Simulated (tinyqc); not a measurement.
Inside a calculation. Method: FCI on RHF in the sto-6g basis, frozen core, for HF, spin multiplicity 1. One step of it, computed by the program tinyqc.

Question. FCI: roots. Diagonalise (each vector has its largest component positive (the first on a tie)); all determinants have Ms = 0, so triplets appear too. The lowest singlet root is the correlation energy.

Occupation strings over the orbitals (2 doubly, a alpha, b beta, 0 empty; spin orbitals ordered 1a 1b 2a 2b ...): 222220 22a22b 2a222b 22b22a 2b222a 222202 222022 220222 2ab222 2ba222 202222

H - E(HF) between determinants (hartree):
```
           222220     22a22b     2a222b     22b22a     2b222a     222202     222022     220222
222220   0.000000   0.000000   0.000000   0.000000   0.000000   0.030039   0.030039   0.203858
22a22b   0.000000   0.555250  -0.011481  -0.203858  -0.047908   0.018957   0.018957   0.091248
2a222b   0.000000  -0.011481   1.351348  -0.047908  -0.093104   0.035578   0.035578  -0.089978
22b22a   0.000000  -0.203858  -0.047908   0.555250  -0.011481  -0.018957  -0.018957  -0.091248
2b222a   0.000000  -0.047908  -0.093104  -0.011481   1.351348  -0.035578  -0.035578   0.089978
222202   0.030039   0.018957   0.035578  -0.018957  -0.035578   1.088575   0.053789   0.041142
222022   0.030039   0.018957   0.035578  -0.018957  -0.035578   0.053789   1.088575   0.041142
220222   0.203858   0.091248  -0.089978  -0.091248   0.089978   0.041142   0.041142   1.205547
2ab222  -0.047908   0.089978  -0.184864  -0.032363   0.062675   0.035240   0.035240   0.100978
2ba222   0.047908  -0.032363   0.062675   0.089978  -0.184864  -0.035240  -0.035240  -0.100978
202222   0.093104   0.062675   0.048111  -0.062675  -0.048111   0.185971   0.185971   0.148561

           2ab222     2ba222     202222
222220  -0.047908   0.047908   0.093104
22a22b   0.089978  -0.032363   0.062675
2a222b  -0.184864   0.062675   0.048111
22b22a  -0.032363   0.089978  -0.062675
2b222a   0.062675  -0.184864  -0.048111
222202   0.035240  -0.035240   0.185971
222022   0.035240  -0.035240   0.185971
220222   0.100978  -0.100978   0.148561
2ab222   2.011400  -0.148561   0.108071
2ba222  -0.148561   2.011400  -0.108071
202222   0.108071  -0.108071   2.947615
```

Give: lowest roots of this matrix, relative to E(HF); lowest vectors; <S^2> of these roots; weight of the ground state by excitation level 0, 1, 2, ....

Answer.

lowest roots of this matrix, relative to E(HF) (hartree): -0.040  0.346  0.713  1.035  1.063  1.224  1.237  1.410

lowest vectors:
```
        root 1  root 2  root 3  root 4
222220   0.985   0.000  -0.060   0.000
22a22b   0.017   0.705   0.680   0.000
2a222b  -0.004   0.043  -0.080   0.000
22b22a  -0.017   0.705  -0.680   0.000
2b222a   0.004   0.043   0.080   0.000
222202  -0.018   0.000  -0.007   0.707
222022  -0.018   0.000  -0.007  -0.707
220222  -0.165   0.000  -0.229   0.000
2ab222   0.029  -0.023  -0.056   0.000
2ba222  -0.029  -0.023   0.056   0.000
202222  -0.023   0.000  -0.010   0.000
```

<S^2> of these roots: 0.000  2.000  0.000  0.000  0.000  0.000  2.000  0.000

weight of the ground state by excitation level 0, 1, 2, ...: 0.969  0.001  0.030
